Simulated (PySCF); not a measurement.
Species: C₃H₆NO (doublet state).
Z-matrix (Å and degrees, GFN2-xTB geometry), rows numbered from 1:
```
C 
C   1  1.4762
O   2  1.3434  1  117.88
C   3  1.3474  2  123.41  1  -179.88
N   4  1.2591  3  131.54  2     0.12
H   1  1.0869  2  109.60  3     1.09
H   1  1.0929  2  111.04  3   121.64
H   1  1.0935  2  111.14  3  -119.40
H   2  1.0782  1  121.87  3   179.56
H   4  1.0839  3  109.76  2  -179.96
H   5  1.0163  4  116.22  3     0.12
```

The hyperfine couplings belong to this conformer and change with its torsions.

As a line formula: `[H]/N=C\O[CH]C` [radical].

Theory: UKS B3LYP, pcH-1 on C H N O, non-relativistic, mean-field spin-orbit, GIAO (PySCF 2.14.0). One conformer (not necessarily the lowest) at the GFN2-xTB geometry, without solvent, vibrations or thermal averaging. A GFN2-xTB geometry isn't a minimum of the functional, and hyperfine couplings can be far from their values at a DFT geometry. Stability of the SCF solution: not tested.

Principal values of hyperfine tensors in MHz (contact and dipolar terms together), for some of the nuclei:

| atom | isotope | A1 | A2 | A3 |
| --- | --- | --- | --- | --- |
| H8 | 1H | 101.11 | 102.42 | 114.77 |
| C2 | 13C | 9.01 | 11.38 | 248.50 |
| H9 | 1H | -101.15 | -64.52 | -27.71 |
| C1 | 13C | -35.28 | -32.31 | -31.80 |
| O3 | 17O | -44.14 | 7.26 | 9.65 |
| H11 | 1H | -8.34 | -4.61 | -3.36 |
| H10 | 1H | -8.01 | -7.49 | 0.92 |
| H6 | 1H | -1.86 | -1.05 | 10.89 |

Problem. Split each tensor into its isotropic and traceless parts, and turn a_iso into mT with g = 2.0028.

Solution. a_iso is a third of the trace, T = A − a_iso, and a(mT) = a(MHz)/(g × 13.996).

```tsv
atom	a_iso (MHz)	a_iso (mT)	T1	T2	T3
H8	106.10	3.785	-4.99	-3.68	8.67
C2	89.63	3.197	-80.62	-78.25	158.87
H9	-64.46	-2.299	-36.69	-0.06	36.75
C1	-33.13	-1.182	-2.15	0.82	1.33
O3	-9.08	-0.324	-35.06	16.34	18.72
H11	-5.43	-0.194	-2.90	0.83	2.08
H10	-4.86	-0.173	-3.15	-2.63	5.78
H6	2.66	0.095	-4.52	-3.71	8.23
```

Problem. What spin density at the nucleus of H9 lies behind its contact coupling (g_N = 5.58569)?

Solution. a_FC = (2μ0/3) gₑ μB g_N μN ρ(0)/(2S·h) = 800.24 MHz × g_N × ρ(0)/(2S), with ρ in bohr⁻³. With a_FC = -64.46 MHz and 2S = 1, ρ(0) = -0.01442 bohr⁻³. In magnitude that is 4.5 % of the 1/π = 0.318 of a free hydrogen atom.

Problem. H7 (1H, g_N = 5.58569) isn't in the table. Its spin density at the nucleus is 0.02279 bohr⁻³. What is its contact coupling?

Solution. By the same relation, a_FC = 101.9 MHz. Its full tensor has the principal values 96.92, 98.14, 110.61 MHz.

Problem. Which nucleus of the table has the largest anisotropic coupling, and what is its form?

Solution. C2: -80.6, -78.3, 158.9 MHz, axial, in the ratio −1:−1:+2, the form that spin in one p orbital centred on that nucleus gives.

Problem. What first-order splitting does H9 cause when the field lies along A1, A2 or A3 of its tensor (g taken as isotropic, no quadrupole term)?

Solution. 2 lines (I = 1/2), spaced by |A_i|/(g × 13.996): 3.61, 2.30, 0.99 mT along the axes of A1, A2 and A3.

Time: 28 s wall (with the writing of density and orbital grids); peak memory 0.69 GiB. Hardware: an Arm Neoverse V1 with one thread, shared host.
